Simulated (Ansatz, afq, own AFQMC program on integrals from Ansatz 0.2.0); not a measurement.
Atomization energy of SiNH₃, singlet, worked out

```xyz
5

Si    0.0000   -0.0298    0.5045
N     0.0000    0.1142   -1.0818
H     0.0000   -1.2620    1.3427
H     0.0000    1.2045    1.3150
H     0.0000   -0.7003   -1.6823
```

Connectivity, by distances: SiH2–NH.

Basis cc-pVTZ. Only valence electrons are correlated. Integrals, coupled cluster, full CI and functionals: Ansatz 0.2.0; the random walks run on the same integrals in our own AFQMC program. ph-AFQMC/CISD is guided by a CISD state made of CCSD amplitudes; releasing the constraint for a short imaginary time cuts its bias at the price of noise, slowly where states lie close. ± is one standard error of the sampling.

Total energies in eV. CBS is CCSD(T) at the limit of def2-TZVPP/QZVPP (extrapolated itself); the highest rung of each member is named.

```csv
member,count,CCSD(T)/cc-pVTZ,highest rung in cc-pVTZ,which,CCSD(T)/CBS
Si (triplet),+1,-7862.2708,-7862.2931,FCI,-7862.5000
N (quartet),+1,-1483.4207,-1483.4306,FCI,-1483.8573
H (doublet),+3,-13.6005,-13.6005,FCI,-13.6059
"SiNH₃, singlet",-1,-9401.0543,-9401.1037,CCSDT(Q),-9402.4540
```

Problem. Work out the best estimate of the atomization energy: the CCSD(T)/CBS difference plus the step from CCSD(T) to the highest rung.

Solution. Sums with the counts: CCSD(T)/CBS 15.2790 eV, highest rung 14.5785 eV, CCSD(T)/cc-pVTZ 14.5613 eV. The step is 14.5785 − 14.5613 = 0.0172 eV, so the best estimate is 15.2790 + (0.0172) = 15.2962 eV = 1475.9 kJ/mol. The basis set is worth 0.718 eV of it. Zero-point, core-correlation and spin–orbit terms aren't in it. Past Ne the Hartree–Fock part of each CBS total tends to overshoot, since the cores don't follow the formula; that largely cancels in the difference.

Best estimates are given only where the step beyond CCSD(T) is under 0.3 eV and no member's determinant is very poor (T1 over 0.05, or 0.07 for open shells, ⟨S²⟩ too high by 0.3, two states mixed), so the hardest cases are missing from such tables.

CCSDT and higher add their correlation energy to the determinant of the CCSD(T) run, since their own runs factorise the integrals more tightly (a shift of under 2 meV). Each member of a difference takes its own highest rung, so a best estimate needn't equal the limit plus the step of one row.
